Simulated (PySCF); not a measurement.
All values below come from TPSSh-D3(BJ)/def2-TZVP // PBE0-D3(BJ)/def2-TZVP (PySCF). Isolated molecules, 0 K electronic values unless said otherwise. Delta-SCF ions had no search for a lower state. 

Reference species (SMILES): `C` (neutral, multiplicity 1).

The HOMO–LUMO gap is 11.68 eV, the HOMO comes out as -10.24 eV and the vertical ionisation energy (Delta-SCF) is 14.04 eV.

Changed species: `[LiH]`.

Task: Predict the effect on the HOMO–LUMO gap, HOMO and vertical ionisation energy (Delta-SCF).

Result: the HOMO–LUMO gap falls by 7.94 eV, to 3.74 eV; the HOMO goes up by 5.29 eV, to -4.95 eV; the vertical ionisation energy (Delta-SCF) falls by 5.87 eV, to 8.17 eV.
